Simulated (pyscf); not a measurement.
# Four-centre exchange: F–SiH₃ + hydrogen fluoride (HF) → F–SiH₂–F + hydrogen (H₂)

Gas phase, singlet surface, charge 0. Bonds broken: Si1–H3, F6–H7. Bonds formed: Si1–F6, H3–H7. PySCF, gas phase, ωB97X-D3(BJ)/def2-SVP geometries.

Transition state (Å):

```xyz
7

Si    -0.0530    -0.0303    -0.5196
F      1.1074     0.9720     0.0422
H     -1.0866    -1.3360    -0.3214
H     -1.1210     0.8654    -1.0103
H      0.7358    -0.8248    -1.4925
F     -0.3908    -0.4224     1.3777
H     -0.9417    -1.1040     0.7531
```

One imaginary mode, 902i cm⁻¹; descent along it reached the two sides named, in the forms told below.

```tsv
bond	change	reactant side (Å)	saddle	product side
Si1–H3	breaks	1.482	1.677	3.3
F6–H7	breaks	0.931	1.076	2.6
Si1–F6	forms	3.0	1.967	1.617
H3–H7	forms	3.0	1.109	0.760
```

Electronic energies relative to the separated reactants (kcal/mol):

```tsv
level	barrier	reaction energy	reverse barrier
ωB97X-D3(BJ)/def2-TZVP	29.1	-32.0	61.1
PBE/def2-TZVP	22.8	-31.2	54.0
r²SCAN/def2-TZVP	24.3	-34.1	58.4
B3LYP-D3(BJ)/def2-TZVP	28.7	-32.6	61.4
PBE0-D3(BJ)/def2-TZVP	26.7	-30.4	57.1
M06-2X/def2-TZVP	30.0	-34.4	64.4
ωB97M-D3(BJ)/def2-TZVP	28.2	-32.2	60.5
HF/def2-TZVP	47.2	-31.3	78.5
```

With ωB97M-D3(BJ)/def2-TZVP energies and thermal terms (ideal gas, 1 atm, RRHO with modes under 100 cm⁻¹ raised to 100, one conformer, R ln 2 for chiral ones without a mode under 150 cm⁻¹), in kcal/mol:

| T (K) | ΔH‡ | ΔG‡ | ΔH | ΔG |
|---|---|---|---|---|
| 298 | 27.2 | 36.1 | -34.4 | -33.0 |
| 600 | 26.8 | 45.4 | -33.8 | -31.9 |
| 900 | 26.9 | 54.7 | -33.4 | -31.0 |
| 1200 | 27.3 | 63.9 | -33.1 | -30.3 |

On the reactant side the descent ends in a complex (not fully relaxed), 4.3 kcal/mol under the separated species and 33.3 kcal/mol under the saddle at ωB97X-D3(BJ)/def2-TZVP. This is the saddle that the search found; another between the same sides may lie lower.
